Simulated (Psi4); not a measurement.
# Two attempts at CClF2 (SMILES F[C](F)Cl)

Aim: the charge distribution of CClF2 at ULC-wPBE-D3(0)/aug-cc-pVTZ-DK (density fitting).

The results are computed with Psi4 1.11.

### 1 The system as given

CClF2: 4 atoms, total charge 0, spin state doublet. As SMILES, `F[C](F)Cl`. The shape is that of a PBE0-D4/def2-TZVP optimisation.

Bond lengths: F1–C2 1.315 Å, C2–F3 1.315 Å, C2–Cl4 1.719 Å. Angles: F1–C2–F3 110.6°, F1–C2–Cl4 114.1°, F3–C2–Cl4 114.1°.

### 2 The input as first written

Input file input.in:

```
memory 1600 MB

molecule molecule1 {
  1 2
  F      0.04951082     0.31993063     2.44643944
  C     -0.43577084    -0.35942591     0.10658055
  F      1.08281307    -2.19340511    -0.60206674
  Cl    -0.59148428     2.11876093    -1.98931469
  units au
  symmetry c1
}

set {
  reference uks
}

E, wfn = energy("lc-wpbe-d3zero2b/aug-cc-pVTZ-DK", return_wfn=True)
oeprop(wfn, "MULLIKEN_CHARGES", "MBIS_CHARGES", "NO_OCCUPATIONS", "MAYER_INDICES", "QUADRUPOLE", title="LC-WPBE-D3ZERO2B")
print_variables()
```

On the command line:

```
$ psi4 input.in input.out -n 1
```

input.out:

```text
Psi4 1.11 release

qcelemental.exceptions.ValidationError: Inconsistent or unspecified chg/mult: sys chg: None, frag chg: [1.0], sys mult: None, frag mult: [2]

Printing out the relevant lines from the Psithon --> Python processed input file:
    from psi4.driver.wrapper_database import database, db, DB_RGT, DB_RXN
    from psi4.driver.wrapper_autofrag import auto_fragments
    psi4_io = core.IOManager.shared_object()
    core.set_memory_bytes(1600000000)

--> molecule1 = geometry("""
      1 2
      F      0.04951082     0.31993063     2.44643944
      C     -0.43577084    -0.35942591     0.10658055
      F      1.08281307    -2.19340511    -0.60206674
      Cl    -0.59148428     2.11876093    -1.98931469

!----------------------------------------------------------------------------------!
!                                                                                  !
!  Inconsistent or unspecified chg/mult: sys chg: None, frag chg: [1.0], sys mult: !
!     None, frag mult: [2]                                                         !
!                                                                                  !
!----------------------------------------------------------------------------------!

    Psi4 run time: 0:00:00.00
```

Wall time 0.77 s (1 thread of Intel Xeon 6975P-C (Granite Rapids), shared host); peak memory 0.13 GiB.

### 3 Diagnosis

The program refused the input.

The telling line is `qcelemental.exceptions.ValidationError: Inconsistent or unspecified chg/mult: sys chg: None, frag chg: [1.0], sys mult: None, frag mult: [2]`. Cause: charge and multiplicity as typed don't fit the electron count or the species meant. To mend it: charge 0 in place of 1. That is the species meant; for the charge typed, the multiplicity would have to change.

### 4 The mended input

Input file job.dat:

```
memory 1.6 GB

molecule molecule1 {
  0 2
  F      0.04951082     0.31993063     2.44643944
  C     -0.43577084    -0.35942591     0.10658055
  F      1.08281307    -2.19340511    -0.60206674
  Cl    -0.59148428     2.11876093    -1.98931469
  units bohr
  symmetry c1
}

set {
  reference uks
}

energy_value, wavefunction = energy("lc-wpbe-d3/aug-cc-pVTZ-DK", return_wfn=True)
oeprop(wavefunction, "MULLIKEN_CHARGES", "MBIS_CHARGES", "NO_OCCUPATIONS", "MAYER_INDICES", "QUADRUPOLE")
print_variables()
```

On the command line:

```
$ psi4 job.dat job.out -n 1
```

job.out:

```text
[...]
  Running in c1 symmetry.
[...]
  Nuclear repulsion =  158.060087713314061
[...]
  Multiplicity = 2
[...]
  Nalpha       = 21
  Nbeta        = 20
[...]
    Number of basis functions: 188
[...]
   @DF-UKS iter   1:  -697.28170756318764   -2.42660e-01   2.21681e-03 DIIS/ADIIS
[...]
   @DF-UKS iter   9:  -697.33793061104689   -1.53971e-07   3.80036e-07 DIIS
[...]
   @S^2 Observed:                7.533798225E-01
[...]
    Orbital Energies [Eh]
    ---------------------
    Alpha Occupied:
       1A   -100.666659     2A    -24.544291     3A    -24.544265
       4A    -10.351822     5A     -9.422796     6A     -7.258962
       7A     -7.247760     8A     -7.246876     9A     -1.451816
      10A     -1.384673    11A     -1.050279    12A     -0.837209
      13A     -0.739581    14A     -0.705168    15A     -0.704877
      16A     -0.611447    17A     -0.583577    18A     -0.579959
      19A     -0.499089    20A     -0.480563    21A     -0.376262
    Alpha Virtual:
      22A      0.056731    23A      0.068423    24A      0.080607
      25A      0.081963    26A      0.093727    27A      0.123671
[...]
  @DF-UKS Final Energy:  -697.33793061104689
   => Energetics <=
    Nuclear Repulsion Energy =            158.0600877133140614
    One-Electron Energy =               -1278.4704420341381592
    Two-Electron Energy =                 468.8777214476476729
    DFT Exchange-Correlation Energy =     -45.8047847108600337
    Empirical Dispersion Energy =          -0.0005130270103581
    VV10 Nonlocal Energy =                  0.0000000000000000
    Total Energy =                       -697.3379306110468860
[...]
 Multipole Moments:
 ------------------------------------------------------------------------------------
     Multipole            Electronic (a.u.)      Nuclear  (a.u.)        Total (a.u.)
 ------------------------------------------------------------------------------------
 L = 1.  Multiply by 2.5417464519 to convert [e a0] to [Debye]
 Dipole X            :          0.2720199           -0.3555241           -0.0835042
 Dipole Y            :         -0.4292420            0.5054493            0.0762074
 Dipole Z            :          0.4460521           -0.5372316           -0.0911795
 Magnitude           :                                                    0.1452385
 L = 2.  Multiply by 1.3450342976 to convert [e a0^2] to [Debye ang]
 Quadrupole XX       :        -38.2174821           17.5145096          -20.7029724
 Quadrupole XY       :         40.8603547          -40.5742010            0.2861536
[...]
  Mulliken Charges: (a.u.)
   Center  Symbol    Alpha    Beta     Spin     Total
       1     F     4.61072  4.55344  0.05728 -0.16416
       2     C     3.17221  2.36654  0.80567  0.46125
       3     F     4.61071  4.55343  0.05728 -0.16414
       4    CL     8.60636  8.52659  0.07977 -0.13295
   Total alpha = 21.00000, Total beta = 20.00000, Total charge = -0.00000
[...]
```

Run time: 16 s. Hardware: 1 thread of Intel Xeon 6975P-C (Granite Rapids), shared host; peak memory 1 GiB.

Atomic charges (e):

```
atom    MBIS  Mulliken
  F1  -0.138    -0.164
  C2  +0.389    +0.461
  F3  -0.138    -0.164
 Cl4  -0.112    -0.133
```

### 5 Results

Level: ULC-wPBE-D3(0)/aug-cc-pVTZ-DK (density fitting).

| quantity | value |
| --- | --- |
| total energy | -697.33793 Eh |
| dipole moment | 0.37 D |
| HOMO energy (highest over α and β) | -10.24 eV |
| LUMO energy (lowest over α and β) | 0.01 eV |
| dispersion energy | -1.35 kJ/mol |
| ⟨S²⟩ | 0.753 |

What this shows: The basis was made for a relativistic Hamiltonian, but the run is non-relativistic.
